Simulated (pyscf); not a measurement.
Optimised with ωB97X-D3(BJ)/def2-SVP in PySCF. Correlated levels are frozen-core, on RHF or UHF. ΔMP2 is the change of the MP2 total energy from the triple- to the quadruple-zeta basis.

Question: What is the homolytic dissociation enthalpy (298 K, CCSD(T)/def2-TZVPP + ΔMP2(QZVPP)) of the O–Si bond of F–Si:–O–SiH₃ [singlet], to [O=Si–F]• + SiH₃•?

Answer: O–Si to [O=Si–F]• + SiH₃•: 107.0 kcal/mol. The radicals are drawn with the spin at the cut bond; how far it spreads was not checked. Other isomers of F–Si:–O–SiH₃ [singlet] were not searched in full and may lie lower. The CCSD(T) − MP2 part came from Ansatz, without density fitting, on the same reference.
